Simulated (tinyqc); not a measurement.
Coupled-perturbed Hartree-Fock on RHF in the sto-3g basis, for H2O, spin multiplicity 1, step by step. Computed by tinyqc, a small Python program that keeps every step (integrals from PySCF). Settings: charge = 0, multiplicity = 1, basis = sto-3g, method = RHF, energy threshold = 1e-10, iteration cap = 67, orthogonalisation = canonical, start = core, DIIS depth = 6. Command: `OMP_NUM_THREADS=1 python tinyqc.py 22800 22801 out.jsonl` (the two numbers bound the seeds that draw the settings). One thread of a shared host (Intel(R) Xeon(R) Processor @ 2.60GHz), about 0.2 s of CPU time with the checks. The early iterations of the SCF are left out here.

## One-electron integrals

Geometry (angstrom):
```
atom         x          y         z
O     0.000000   0.000000  0.000000
H     0.000000   0.864000  0.604000
H     0.000000  -0.864000  0.604000
```

Basis sto-3g: exponents (1/bohr^2) and contraction coefficients of normalised primitives:
```
element  l (shell)    exponent  coefficient
O            s (1)  130.709320     0.154329
O            s (1)   23.808861     0.535328
O            s (1)    6.443608     0.444635
O            s (2)    5.033151    -0.099967
O            s (2)    1.169596     0.399513
O            s (2)    0.380389     0.700115
O            p (3)    5.033151     0.155916
O            p (3)    1.169596     0.607684
O            p (3)    0.380389     0.391957
H            s (1)    3.425251     0.154329
H            s (1)    0.623914     0.535328
H            s (1)    0.168855     0.444635
```

Overlap, kinetic and nuclear-attraction integrals over the contracted functions; the nuclear repulsion is the sum of Za Zb / Rab.

nuclear repulsion = 8.33785609 hartree

overlap S, lower triangle:
```
           1O 1s     1O 2s    1O 2px     1O 2py    1O 2pz     2H 1s     3H 1s
1O 1s   1.000000
1O 2s   0.236704  1.000000
1O 2px  0.000000  0.000000  1.000000
1O 2py  0.000000  0.000000  0.000000   1.000000
1O 2pz  0.000000  0.000000  0.000000   0.000000  1.000000
2H 1s   0.042838  0.413430  0.000000   0.293483  0.205166  1.000000
3H 1s   0.042838  0.413430  0.000000  -0.293483  0.205166  0.183326  1.000000
```

kinetic energy T (hartree), lower triangle:
```
            1O 1s     1O 2s    1O 2px     1O 2py    1O 2pz      2H 1s     3H 1s
1O 1s   29.003200
1O 2s   -0.168011  0.808128
1O 2px   0.000000  0.000000  2.528731
1O 2py   0.000000  0.000000  0.000000   2.528731
1O 2pz   0.000000  0.000000  0.000000   0.000000  2.528731
2H 1s   -0.007348  0.086951  0.000000   0.176397  0.123314   0.760032
3H 1s   -0.007348  0.086951  0.000000  -0.176397  0.123314  -0.003768  0.760032
```

nuclear attraction V (hartree), lower triangle:
```
             1O 1s       1O 2s     1O 2px      1O 2py     1O 2pz      2H 1s      3H 1s
1O 1s   -61.622407
1O 2s    -7.420719  -10.048777
1O 2px    0.000000    0.000000  -9.908918
1O 2py    0.000000    0.000000   0.000000  -10.043047
1O 2pz   -0.014666   -0.177543   0.000000    0.000000  -9.974467
2H 1s    -1.377329   -3.238808   0.000000   -2.033144  -1.469823  -5.448488
3H 1s    -1.377329   -3.238808   0.000000    2.033144  -1.469823  -1.118702  -5.448488
```

core Hamiltonian H = T + V (hartree), lower triangle:
```
             1O 1s      1O 2s     1O 2px     1O 2py     1O 2pz      2H 1s      3H 1s
1O 1s   -32.619207
1O 2s    -7.588730  -9.240649
1O 2px    0.000000   0.000000  -7.380187
1O 2py    0.000000   0.000000   0.000000  -7.514315
1O 2pz   -0.014666  -0.177543   0.000000   0.000000  -7.445736
2H 1s    -1.384677  -3.151857   0.000000  -1.856748  -1.346508  -4.688456
3H 1s    -1.384677  -3.151857   0.000000   1.856748  -1.346508  -1.122470  -4.688456
```

## Two-electron integrals

Functions are numbered as in S; the eight-fold symmetry (ij|kl) = (ji|kl) = (kl|ij) leaves the list below.

Two-electron integrals (ij|kl) in chemists' order, unique and non-zero (hartree):
```
(11|11) 4.785065    (21|11) 0.741380    (21|21) 0.136873    (22|11) 1.118947
(22|21) 0.256633    (22|22) 0.817206    (31|31) 0.024477    (32|31) 0.037809
(32|32) 0.180518    (33|11) 1.115814    (33|21) 0.256684    (33|22) 0.817023
(33|33) 0.880159    (41|41) 0.024477    (42|41) 0.037809    (42|42) 0.180518
(43|43) 0.047444    (44|11) 1.115814    (44|21) 0.256684    (44|22) 0.817023
(44|33) 0.785270    (44|44) 0.880159    (51|51) 0.024477    (52|51) 0.037809
(52|52) 0.180518    (53|53) 0.047444    (54|54) 0.047444    (55|11) 1.115814
(55|21) 0.256684    (55|22) 0.817023    (55|33) 0.785270    (55|44) 0.785270
(55|55) 0.880159    (61|11) 0.135978    (61|21) 0.024901    (61|22) 0.046420
(61|33) 0.046330    (61|41) 0.000941    (61|42) 0.001767    (61|44) 0.046517
(61|51) 0.000658    (61|52) 0.001235    (61|54) 0.000131    (61|55) 0.046421
(61|61) 0.004589    (62|11) 0.340353    (62|21) 0.079081    (62|22) 0.279962
(62|33) 0.275128    (62|41) 0.004874    (62|42) 0.037683    (62|44) 0.284686
(62|51) 0.003407    (62|52) 0.026343    (62|54) 0.006682    (62|55) 0.279799
(62|61) 0.014680    (62|62) 0.120076    (63|31) 0.008158    (63|32) 0.047914
(63|43) 0.007771    (63|53) 0.005432    (63|63) 0.016852    (64|11) 0.204229
(64|21) 0.048054    (64|22) 0.181630    (64|33) 0.173443    (64|41) 0.010747
(64|42) 0.070980    (64|44) 0.194905    (64|51) 0.001810    (64|52) 0.016124
(64|54) 0.009572    (64|55) 0.176337    (64|61) 0.009303    (64|62) 0.094640
(64|64) 0.090578    (65|11) 0.142771    (65|21) 0.033594    (65|22) 0.126973
(65|33) 0.121250    (65|41) 0.001810    (65|42) 0.016124    (65|44) 0.125389
(65|51) 0.009423    (65|52) 0.059186    (65|54) 0.010664    (65|55) 0.134137
(65|61) 0.006504    (65|62) 0.066160    (65|64) 0.051540    (65|65) 0.052882
(66|11) 0.489043    (66|21) 0.115471    (66|22) 0.469643    (66|33) 0.450858
(66|41) 0.008990    (66|42) 0.096587    (66|44) 0.488315    (66|51) 0.006284
(66|52) 0.067521    (66|54) 0.026185    (66|55) 0.469164    (66|61) 0.021611
(66|62) 0.256804    (66|64) 0.230987    (66|65) 0.161477    (66|66) 0.774606
(71|11) 0.135978    (71|21) 0.024901    (71|22) 0.046420    (71|33) 0.046330
(71|41) -0.000941   (71|42) -0.001767   (71|44) 0.046517    (71|51) 0.000658
(71|52) 0.001235    (71|54) -0.000131   (71|55) 0.046421    (71|61) 0.004512
(71|62) 0.014180    (71|64) 0.008238    (71|65) 0.006288    (71|66) 0.020654
(71|71) 0.004589    (72|11) 0.340353    (72|21) 0.079081    (72|22) 0.279962
(72|33) 0.275128    (72|41) -0.004874   (72|42) -0.037683   (72|44) 0.284686
(72|51) 0.003407    (72|52) 0.026343    (72|54) -0.006682   (72|55) 0.279799
(72|61) 0.014180    (72|62) 0.095217    (72|64) 0.052116    (72|65) 0.050921
(72|66) 0.164454    (72|71) 0.014680    (72|72) 0.120076    (73|31) 0.008158
(73|32) 0.047914    (73|43) -0.007771   (73|53) 0.005432    (73|63) 0.012852
(73|73) 0.016852    (74|11) -0.204229   (74|21) -0.048054   (74|22) -0.181630
(74|33) -0.173443   (74|41) 0.010747    (74|42) 0.070980    (74|44) -0.194905
(74|51) -0.001810   (74|52) -0.016124   (74|54) 0.009572    (74|55) -0.176337
(74|61) -0.008238   (74|62) -0.052116   (74|64) -0.016216   (74|65) -0.027295
(74|66) -0.081281   (74|71) -0.009303   (74|72) -0.094640   (74|74) 0.090578
(75|11) 0.142771    (75|21) 0.033594    (75|22) 0.126973    (75|33) 0.121250
(75|41) -0.001810   (75|42) -0.016124   (75|44) 0.125389    (75|51) 0.009423
(75|52) 0.059186    (75|54) -0.010664   (75|55) 0.134137    (75|61) 0.006288
(75|62) 0.050921    (75|64) 0.027295    (75|65) 0.039671    (75|66) 0.095901
(75|71) 0.006504    (75|72) 0.066160    (75|74) -0.051540   (75|75) 0.052882
(76|11) 0.111931    (76|21) 0.026233    (76|22) 0.100427    (76|33) 0.098198
(76|44) 0.100376    (76|51) 0.001792    (76|52) 0.016362    (76|55) 0.102597
(76|61) 0.004811    (76|62) 0.042099    (76|64) 0.028818    (76|65) 0.026092
(76|66) 0.092281    (76|71) 0.004811    (76|72) 0.042099    (76|74) -0.028818
(76|75) 0.026092    (76|76) 0.018190    (77|11) 0.489043    (77|21) 0.115471
(77|22) 0.469643    (77|33) 0.450858    (77|41) -0.008990   (77|42) -0.096587
(77|44) 0.488315    (77|51) 0.006284    (77|52) 0.067521    (77|54) -0.026185
(77|55) 0.469164    (77|61) 0.020654    (77|62) 0.164454    (77|64) 0.081281
(77|65) 0.095901    (77|66) 0.303468    (77|71) 0.021611    (77|72) 0.256804
(77|74) -0.230987   (77|75) 0.161477    (77|76) 0.092281    (77|77) 0.774606
```

## Orthogonalisation

S = U s U^T; canonical form X = U s^(-1/2), so that X^T S X = 1. Each column of U has its largest component positive (the first on a tie).

eigenvalues of S: 0.406233  0.483288  0.890629  1.000000  1.091349  1.333386  1.795116

X:
```
                1          2          3         4          5          6         7
1O 1s   -0.334943   0.000000   0.741766  0.000000  -0.612972   0.000000  0.173969
1O 2s    1.088387   0.000000  -0.279251  0.000000  -0.288534   0.000000  0.446871
1O 2px   0.000000   0.000000   0.000000  1.000000   0.000000   0.000000  0.000000
1O 2py   0.000000   0.900816   0.000000  0.000000   0.000000   0.675168  0.000000
1O 2pz   0.473854   0.000000   0.658080  0.000000   0.645035   0.000000  0.196060
2H 1s   -0.685686  -0.792997  -0.175407  0.000000   0.143598   0.383483  0.379913
3H 1s   -0.685686   0.792997  -0.175407  0.000000   0.143598  -0.383483  0.379913
```

## Iteration 8 (converged): orbitals

converged F (hartree), lower triangle:
```
             1O 1s      1O 2s     1O 2px     1O 2py     1O 2pz      2H 1s      3H 1s
1O 1s   -20.238242
1O 2s    -5.161753  -2.414301
1O 2px    0.000000   0.000000  -0.382854
1O 2py    0.000000   0.000000   0.000000  -0.257926
1O 2pz   -0.026563  -0.083928   0.000000   0.000000  -0.293370
2H 1s    -0.950339  -0.865528   0.000000  -0.381202  -0.318860  -0.458784
3H 1s    -0.950339  -0.865528   0.000000   0.381202  -0.318860  -0.269584  -0.458784
```

Diagonalise F' = X^T F X, C = X C', fill 5 alpha and 5 beta electrons from the bottom; D = 2 C_occ C_occ^T. Each column has its largest component positive (the first on a tie).

F' = X^T F X (hartree), lower triangle:
```
           1         2          3          4          5          6          7
1  -0.070807
2   0.000000  0.641985
3   1.987602  0.000000  -8.880007
4   0.000000  0.000000   0.000000  -0.382854
5  -1.514169  0.000000   8.756724   0.000000  -9.370999
6   0.000000  0.103026   0.000000   0.000000   0.000000  -0.568020
7   0.370532  0.000000  -4.034136   0.000000   4.306243   0.000000  -3.069274
```

orbital energies (hartree): MO1 -20.246717, MO2 -1.219529, MO3 -0.576730, MO4 -0.427974, MO5 -0.382854, MO6 0.503134, MO7 0.650695

coefficients C:
```
              MO1        MO2        MO3        MO4       MO5        MO6        MO7
1O 1s    0.994333  -0.237216   0.000000   0.094227  0.000000  -0.120650   0.000000
1O 2s    0.024837   0.869747   0.000000  -0.486493  0.000000   0.742806   0.000000
1O 2px   0.000000   0.000000   0.000000   0.000000  1.000000   0.000000   0.000000
1O 2py   0.000000   0.000000   0.596887   0.000000  0.000000   0.000000   0.954488
1O 2pz   0.003360   0.094354   0.000000   0.773646  0.000000   0.710405   0.000000
2H 1s   -0.005026   0.150697   0.448919   0.308290  0.000000  -0.740345  -0.757875
3H 1s   -0.005026   0.150697  -0.448919   0.308290  0.000000  -0.740345   0.757875
```

D after iteration 8, lower triangle:
```
            1O 1s      1O 2s    1O 2px     1O 2py    1O 2pz      2H 1s     3H 1s
1O 1s    2.107695
1O 2s   -0.454925   1.987504
1O 2px   0.000000   0.000000  2.000000
1O 2py   0.000000   0.000000  0.000000   0.712548
1O 2pz   0.107715  -0.588453  0.000000   0.000000  1.214884
2H 1s   -0.023392  -0.038075  0.000000   0.535908  0.505419   0.638612
3H 1s   -0.023392  -0.038075  0.000000  -0.535908  0.505419  -0.167502  0.638612
```

## Convergence

Stop when the energy changes by less than 1e-10 hartree and every element of the error matrix X^T (F D S - S D F) X is below 3e-06.

Course of the cycle:
```
iteration   E (hartree)     change  largest element of the error matrix
1          -73.28196124          -                             8.66e-01
2          -74.89535195  -1.61e+00                             2.48e-01
3          -74.94971803  -5.44e-02                             4.24e-02
4          -74.95186870  -2.15e-03                             9.14e-03
5          -74.95200226  -1.34e-04                             2.46e-03
6          -74.95201516  -1.29e-05                             1.82e-04
7          -74.95201520  -4.45e-08                             3.04e-07
8          -74.95201520  -8.53e-14                             7.63e-09
```

PySCF RHF in the same basis = -74.95201520 hartree

Converged in 8 iterations.

## Integrals over molecular orbitals

(pq|rs) = sum C_ip C_jq C_kr C_ls (ij|kl), one index at a time.

one-electron integrals over orbitals h = C^T H C (hartree), lower triangle:
```
            1          2          3          4          5          6          7
1  -32.602209
2    0.565911  -7.584041
3    0.000000   0.000000  -6.104544
4   -0.210732   0.491979   0.000000  -6.765086
5    0.000000   0.000000   0.000000   0.000000  -7.380187
6    0.278242  -1.274764   0.000000  -1.211451   0.000000  -5.254592
7    0.000000   0.000000  -1.765920   0.000000   0.000000   0.000000  -5.569764
```

Two-electron integrals over orbitals (pq|rs), unique and non-zero (hartree):
```
(11|11) 4.745937    (21|11) -0.424784   (21|21) 0.060154    (22|11) 1.013506
(22|21) -0.014603   (22|22) 0.721973    (31|31) 0.010417    (32|31) 0.016811
(32|32) 0.135957    (33|11) 0.768259    (33|21) -0.004523   (33|22) 0.621707
(33|33) 0.603873    (41|11) 0.167267    (41|21) -0.021516   (41|22) 0.013242
(41|33) 0.005642    (41|41) 0.025589    (42|11) -0.138236   (42|21) 0.008244
(42|22) -0.014881   (42|33) 0.005325    (42|41) 0.019496    (42|42) 0.129262
(43|31) -0.002534   (43|32) 0.026771    (43|43) 0.051314    (44|11) 0.968740
(44|21) -0.012105   (44|22) 0.671567    (44|33) 0.576458    (44|41) -0.010064
(44|42) -0.100814   (44|44) 0.740410    (51|51) 0.025994    (52|51) 0.032975
(52|52) 0.148365    (53|53) 0.026844    (54|51) -0.012127   (54|52) -0.043954
(54|54) 0.050904    (55|11) 1.115349    (55|21) -0.011993   (55|22) 0.751358
(55|33) 0.607813    (55|41) 0.004673    (55|42) -0.074580   (55|44) 0.710120
(55|55) 0.880159    (61|11) -0.216188   (61|21) 0.032551    (61|22) -0.002334
(61|33) 0.000206    (61|41) 0.001574    (61|42) 0.020289    (61|44) -0.016735
(61|55) -0.005806   (61|61) 0.027404    (62|11) 0.283171    (62|21) -0.006566
(62|22) 0.134838    (62|33) 0.066442    (62|41) 0.018287    (62|42) 0.027953
(62|44) 0.075958    (62|55) 0.148620    (62|61) 0.007913    (62|62) 0.096293
(63|31) 0.002530    (63|32) -0.042768   (63|43) -0.035842   (63|63) 0.078035
(64|11) 0.246429    (64|21) -0.002890   (64|22) 0.114135    (64|33) 0.044849
(64|41) 0.002398    (64|42) -0.036568   (64|44) 0.127948    (64|55) 0.134552
(64|61) -0.000555   (64|62) 0.062946    (64|64) 0.082785    (65|51) 0.014354
(65|52) 0.055243    (65|54) 0.002741    (65|65) 0.035776    (66|11) 0.775356
(66|21) -0.007174   (66|22) 0.593487    (66|33) 0.553343    (66|41) 0.019021
(66|42) 0.053646    (66|44) 0.541332    (66|55) 0.575492    (66|61) 0.008224
(66|62) 0.089989    (66|64) 0.047968    (66|66) 0.581430    (71|31) 0.014658
(71|32) 0.022387    (71|43) -0.003663   (71|63) 0.003048    (71|71) 0.020665
(72|31) 0.014499    (72|32) 0.050645    (72|43) -0.030176   (72|63) 0.031490
(72|71) 0.019413    (72|72) 0.066576    (73|11) 0.369059    (73|21) -0.007105
(73|22) 0.157589    (73|33) 0.089143    (73|41) -0.000348   (73|42) -0.074017
(73|44) 0.153866    (73|55) 0.199135    (73|61) -0.005965   (73|62) 0.072859
(73|64) 0.089879    (73|66) 0.041071    (73|73) 0.155241    (74|31) -0.008423
(74|32) -0.072749   (74|43) -0.006721   (74|63) 0.051840    (74|71) -0.011788
(74|72) -0.017719   (74|74) 0.068198    (75|53) 0.023937    (75|75) 0.025335
(76|31) 0.008323    (76|32) 0.093121    (76|43) 0.057281    (76|63) -0.070408
(76|71) 0.011347    (76|72) -0.004313   (76|74) -0.058768   (76|76) 0.116235
(77|11) 0.858455    (77|21) -0.009351   (77|22) 0.615815    (77|33) 0.591525
(77|41) 0.003707    (77|42) -0.019328   (77|44) 0.593769    (77|55) 0.618673
(77|61) -0.004545   (77|62) 0.065043    (77|64) 0.049015    (77|66) 0.553010
(77|73) 0.100225    (77|77) 0.607412
```

## Response to a field: uncoupled start

dipole integrals <a|z|i> (bohr):
```
          i1         i2         i3         i4        i5
a6  0.042960  -0.051914   0.000000  -0.498271  0.000000
a7  0.000000   0.000000  -0.641189   0.000000  0.000000
```

Field along z; U_ai = -mu_ai / (e_a - e_i), alpha = -4 sum U_ai mu_ai.

uncoupled U:
```
           i1        i2        i3        i4        i5
a6  -0.002070  0.030136  0.000000  0.535137  0.000000
a7   0.000000  0.000000  0.522386  0.000000  0.000000
```

uncoupled polarisability = 2.412977 bohr^3

## Coupled step 1

U_ai = -(mu_ai + sum_bj [4 (ai|bj) - (ab|ij) - (aj|bi)] U_bj) / (e_a - e_i); alpha = -4 sum U_ai mu_ai.

U after step 1:
```
           i1         i2        i3        i4        i5
a6  -0.000764  -0.057083  0.000000  0.558619  0.000000
a7   0.000000   0.000000  0.462603  0.000000  0.000000
```

polarisability = 2.288114 bohr^3

## Coupled step 2

As before.

U after step 2:
```
           i1         i2        i3        i4        i5
a6  -0.000668  -0.068582  0.000000  0.594778  0.000000
a7   0.000000   0.000000  0.463577  0.000000  0.000000
```

polarisability = 2.360275 bohr^3

## Coupled polarisability

Repeat until U stops changing; compare with -d2E/dF2.

Course of the coupled iterations:
```
step  alpha (bohr^3)
0           2.412977
1           2.288114
2           2.360275
3           2.370073
4           2.375859
5           2.377948
6           2.378887
7           2.379302
8           2.379493
9           2.379580
10          2.379621
11          2.379640
12          2.379649
13          2.379654
14          2.379655
15          2.379656
16          2.379657
17          2.379657
18          2.379657
19          2.379657
20          2.379657
21          2.379657
22          2.379657
```

coupled polarisability = 2.379657 bohr^3

finite-field check, fields of +/-0.001 au = 2.379659 bohr^3
